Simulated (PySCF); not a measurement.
# Variants of one PySCF input: Cl2

Base input, run as `OMP_NUM_THREADS=1 python input.py` with PySCF 2.14:

```python
from pyscf import gto, scf, cc

mol = gto.M(
    atom='Cl 0 0 0; Cl 0 0 1.746',
    basis='cc-pvdz',
    charge=0,
    spin=0,
    symmetry=True,
    verbose=4,
)
mf = scf.RHF(mol)
mf.kernel()
mycc = cc.CCSD(mf, frozen=10)
mycc.kernel()
e = mycc.eeccsd(nroots=4)[0]
print('roots (eV) =', (e*27.211386).round(3))
mf.dip_moment()
print('orbital energies (hartree):', mf.mo_energy[..., max(0, mol.nelec[1]-3):mol.nelec[0]+3].round(4))
```

Base result: E(SCF) = -918.917306 Eh, 7 cycles, E(CCSD) − E(SCF) = -0.29031 Eh, μz(SCF) = 0.00 D, excitation roots 5.093, 5.093, 5.093, 5.093 eV. Stability towards an unrestricted solution was not tested. The bond length is a typed value, not an optimised one.

It ran on Arm Neoverse V1 (1 thread, shared host) in 1.4 s, peak memory 0.11 GiB.

Each row names what differs from the base; energies in brackets are changes from the base.

```tsv
change	result	wall time (s)
basis set: cc-pvdz → 6-311++g**	E(SCF) = -918.926073 Eh (-0.2386 eV), 8 cycles, E(CCSD) − E(SCF) = -0.29551 Eh, μz(SCF) = 0.00 D, excitation roots 5.002, 5.002, 5.002, 5.002 eV	6.3
density fitting: none → auto	E(SCF) = -918.916675 Eh (+0.0172 eV), 7 cycles, E(CCSD) − E(SCF) = -0.29099 Eh, μz(SCF) = 0.00 D, excitation roots 14.387, 14.387, 14.387, 14.977 eV	4
step after the SCF: eomee → frequency [not at a minimum]	E(SCF) = -918.917306 Eh (+0.0000 eV), 7 cycles, μz(SCF) = 0.00 D, wavenumbers 1053 cm⁻¹	4.2
PCM solvent, dielectric constant: none → 20.5; step after the SCF: eomee → analyze	E(SCF) = -918.918264 Eh (-0.0260 eV), 7 cycles, μz(SCF) = 0.00 D	1.8
spin-free X2C: off → on [basis contracted without relativity]	E(SCF) = -921.404598 Eh, 7 cycles, E(CCSD) − E(SCF) = -0.29042 Eh, μz(SCF) = 0.00 D, excitation roots 5.064, 5.064, 5.064, 5.064 eV	1.5
spin (2S): 0 → 2; SCF type: RHF → UHF	not converged: SCF after 50 cycles	3.7
step after the SCF: eomee → gradient	E(SCF) = -918.917306 Eh (+0.0000 eV), 7 cycles, μz(SCF) = 0.00 D, gradient on the second atom -0.2183 Eh/bohr	1.3
step after the SCF: eomee → ccsd(t)	E(SCF) = -918.917306 Eh (+0.0000 eV), 7 cycles, E(CCSD) − E(SCF) = -0.29031 Eh, (T) = -0.00537 Eh, μz(SCF) = 0.00 D	1.1
length unit: angstrom → bohr [unsound on purpose]	E(SCF) = -914.263480 Eh (+126.6371 eV), 7 cycles, E(CCSD) − E(SCF) = -0.27986 Eh, μz(SCF) = 0.00 D, excitation roots 7.295, 7.295, 8.024, 8.024 eV	1.6
functional: none (Hartree–Fock) → pbe; SCF type: RHF → RKS; step after the SCF: eomee → analyze	E(SCF) = -919.945767 Eh, 7 cycles, μz(SCF) = 0.00 D	1.6
number of roots: 4 → 2	E(SCF) = -918.917306 Eh (+0.0000 eV), 7 cycles, E(CCSD) − E(SCF) = -0.29031 Eh, μz(SCF) = 0.00 D, excitation roots 5.093, 5.093 eV	1.2
frozen orbitals: 10 → 11	E(SCF) = -918.917306 Eh (+0.0000 eV), 7 cycles, E(CCSD) − E(SCF) = -0.25082 Eh, μz(SCF) = 0.00 D, excitation roots 5.083, 5.083, 5.083, 5.083 eV	1.3
basis set: cc-pvdz → 6-31g	E(SCF) = -918.775831 Eh (+3.8497 eV), 7 cycles, E(CCSD) − E(SCF) = -0.08822 Eh, μz(SCF) = 0.00 D, excitation roots 5.166, 5.166, 5.166, 5.166 eV	1.1
basis set: cc-pvdz → def2-svp	E(SCF) = -918.614551 Eh (+8.2384 eV), 7 cycles, E(CCSD) − E(SCF) = -0.29031 Eh, μz(SCF) = 0.00 D, excitation roots 5.277, 5.277, 5.277, 5.277 eV	1.3
geometry: bond 1.746 → bond 1.397	E(SCF) = -918.486278 Eh (+11.7289 eV), 8 cycles, E(CCSD) − E(SCF) = -0.28430 Eh, μz(SCF) = 0.00 D, excitation roots 8.033, 8.033, 8.033, 8.033 eV	1.4
basis set: cc-pvdz → 6-31g(3d)	E(SCF) = -918.882659 Eh (+0.9428 eV), 7 cycles, E(CCSD) − E(SCF) = -0.31797 Eh, μz(SCF) = 0.00 D, excitation roots 4.804, 4.804, 4.804, 4.804 eV	4.6
frozen orbitals: 10 → 17 [unsound on purpose]	stops with AssertionError after the SCF	0.79
number of roots: 4 → 1	E(SCF) = -918.917306 Eh (+0.0000 eV), 7 cycles, E(CCSD) − E(SCF) = -0.29031 Eh, μz(SCF) = 0.00 D, excitation roots 5.093 eV	1.2
geometry: bond 1.746 → bond 3.492 [stretched restricted solution, likely unstable]	E(SCF) = -918.793727 Eh (+3.3628 eV), 7 cycles, E(CCSD) − E(SCF) = -0.37375 Eh, μz(SCF) = 0.00 D, excitation roots -0.725, -0.725, 2.366, 2.366 eV	2
charge: 0 → 1; spin (2S): 0 → 1; SCF type: RHF → UHF	not converged: SCF after 50 cycles	3.4
step after the SCF: eomee → ccsd	E(SCF) = -918.917306 Eh (+0.0000 eV), 7 cycles, E(CCSD) − E(SCF) = -0.29031 Eh, μz(SCF) = 0.00 D	0.96
second-order solver: off → on	E(SCF) = -918.917306 Eh (+0.0000 eV), 3 cycles, E(CCSD) − E(SCF) = -0.29031 Eh, μz(SCF) = 0.00 D, excitation roots 5.093, 5.093, 5.093, 5.093 eV	1.7
basis set: cc-pvdz → 6-31+g*	E(SCF) = -918.871944 Eh (+1.2344 eV), 7 cycles, E(CCSD) − E(SCF) = -0.27891 Eh, μz(SCF) = 0.00 D, excitation roots 4.943, 4.943, 4.943, 4.943 eV	2.2
step after the SCF: eomee → casci; active space: default → 6 electrons in 6 orbitals	stops with PointGroupSymmetryError (Incomplete 2D-irrep orbitals for cylindrical symmetry.) after the SCF	0.94
```

Q: Order these changes by how far they move the SCF energy from the base, largest first: (1) PCM solvent, dielectric constant: none → 20.5; step after the SCF: eomee → analyze; (2) density fitting: none → auto; (3) geometry: bond 1.746 → bond 1.397; (4) geometry: bond 1.746 → bond 3.492.

A: (3) +11.7289 eV, (4) +3.3628 eV, (1) -0.0260 eV, (2) +0.0172 eV.
